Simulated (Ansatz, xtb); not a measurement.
**CH2FOS: which of two conformers lies lower**

We compare X, `O[C](F)S`, a doublet, with Y, `O[C](F)S`, a doublet. Both are isolated molecules in the gas phase, relaxed with r2SCAN-D4/def2-SVP.

X (Å):

```xyz
6

C     0.4490    0.5126    0.1532
F     0.7908    1.7545   -0.1978
O     1.3383   -0.3504   -0.3783
S     0.0937    0.2649    1.9082
H     1.0319   -1.2482   -0.1831
H    -1.1143    0.8688    1.8618
```

Y (Å):

```xyz
6

C    -0.8100   -0.3079   -0.5677
F    -0.0986    0.7166   -1.0802
O    -2.0919   -0.0077   -0.3391
S     0.1639   -1.1376    0.6967
H    -2.1626    0.8054    0.1986
H    -0.8091   -2.0354    0.9623
```

Question: Estimate which is lower in electronic energy at CCSD(T)/def2-SVP + ΔMP2/def2-TZVPP, and by roughly how much.

Answer: The CCSD(T)/def2-SVP + ΔMP2/def2-TZVPP calculation puts structure X lower, by 1.83 kcal/mol.

Level by level:

```tsv
level	geometry	E(Y) − E(X) (kcal/mol)	departure from the last row (kcal/mol)	job, with rough time for the two
r2SCAN-D4/def2-SVP	r2SCAN-D4/def2-SVP	+1.56	−0.27	optimisation, 3.1 min
HF/def2-SVP	r2SCAN-D4/def2-SVP	+0.73	−1.11	part of the CCSD(T) run
MP2/def2-SVP	r2SCAN-D4/def2-SVP	+1.69	−0.14	part of the CCSD(T) run
CCSD(T)/def2-SVP	r2SCAN-D4/def2-SVP	+1.57	−0.27	single point
CCSD(T)/def2-SVP + ΔMP2/def2-TZVPP	r2SCAN-D4/def2-SVP	+1.83		single point, 38 s
```

The levels shown agree on the order. The largest departure from CCSD(T)/def2-SVP + ΔMP2/def2-TZVPP is that of HF/def2-SVP, 1.11 kcal/mol. Levels run at GFN2-xTB geometries aren't shown. The last row adds to CCSD(T) the change of the MP2 difference between the two basis sets, here +0.27 kcal/mol.

With harmonic frequencies from r2SCAN-D4/def2-SVP (ideal gas, rigid rotor, one conformer each, 1000 K, 1 atm): the zero-point term adds −0.58 kcal/mol; ΔH is +1.49 and ΔG +0.31 kcal/mol. In free energy the two are nearly level.

Open shells are spin-unrestricted. The correlated steps freeze 8 core orbitals. Programs: Ansatz 0.2.0; the last row on 1 thread of Arm Neoverse V1 on a shared host.
